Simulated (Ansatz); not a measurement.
# CHB (quintet): wave-function methods side by side, cc-pVTZ

One table from this session's results is given with a row withheld; the runs are named, their logs left out.

Computed with Ansatz 0.2.0, Gaussian basis. Level: cc-pVTZ, core rule «outside noble gas», up to 2 orbitals frozen.

The runs, in order: UHF; CCSD(T) on ROHF; CCSD(T) on UHF; BCCD(T) on ROHF; CCSDT(Q) on ROHF; CCSDT(Q) on UHF; CASSCF and MRCISD+Q, 8 electrons in 9 orbitals; CASSCF and NEVPT2, 8 electrons in 9 orbitals.

10 further runs of the same task are left out: 6 for a known fault of the program, 4 set aside as unsound or not needed.

## What is computed

The geometry is a PBE0/def2-TZVP stationary point (not a proven minimum) of the parent state, kept for this charge and spin.

3 atoms, charge 0, spin multiplicity 5.

Atoms are counted from 1 here; the program's logs count them from 0.

Bond lengths: B1–C2 1.449 Å, B1–H3 1.179 Å. Angles: C2–B1–H3 180.0°.

Geometry (Å):

```xyz
3
CHB
B     0.0000    0.0000    0.0901
C     0.0000    0.0000   -1.3588
H     0.0000    0.0000    1.2688
```

Set-up of the first run:

The input, in.yaml:

```yaml
crystal:
  periodic: [false, false, false]
  atoms:
    - {symbol: B, position_ang: [0.000000, 0.000000, 0.090069]}
    - {symbol: C, position_ang: [0.000000, 0.000000, -1.358850]}
    - {symbol: H, position_ang: [0.000000, 0.000000, 1.268781]}
basis:
  gaussian: {orbitals: cc-pVTZ}
magnetization: {spin_polarized: true, initial_magnetization: 4}
hamiltonian: {xc: hf}
output: {orbitals: {seedname: orbitals}}
```

On the command line:

```sh
ansatz run in.yaml --threads 1 --pin off --events-out ev --progress --plain --max-ram 2816MiB --backend cpu
```

Among the steps run: UHF; CCSD(T) on ROHF; CCSD(T) on UHF; BCCD(T) on ROHF; CCSDT(Q) on ROHF; CCSDT(Q) on UHF; CASSCF and MRCISD+Q, 8 electrons in 9 orbitals; CASSCF and NEVPT2, 8 electrons in 9 orbitals.

One of the session's tables, all rows but one given; the rest of the session is left out.

It belongs to the step «Misses and costs». 

| method | from UCCSDT(Q) (kcal/mol) |
| --- | --- |
| ROHF | +111.14 |
| UHF | +108.30 |
| RMP2 | +20.79 |
| UMP2 | +21.04 |
| RCCSD | +4.19 |
| UCCSD | +4.10 |
| RCCSD(T) | ? |
| UCCSD(T) | +0.73 |
| BCCD(T) | +0.75 |
| RCCSDT | +0.17 |
| UCCSDT | +0.11 |
| RCCSDT(Q) | +0.06 |
| UCCSDT(Q) | 0 |
| CASSCF valence | +82.07 |
| NEVPT2 valence | +18.82 |
| MRCISD valence | +5.08 |
| MRCISD+Q valence | +1.07 |

Q: Estimate the row for RCCSD(T) from the others.

**Answer.** from UCCSDT(Q) (kcal/mol): +0.78. In the column «from UCCSDT(Q) (kcal/mol)» it lies between BCCD(T) (+0.75) and MRCISD+Q valence (+1.07).

Limits of these values: Restricted and unrestricted rows rest on different reference determinants; where their highest levels disagree by more than a few hundredths of an eV, they describe different states and don't form one ladder.
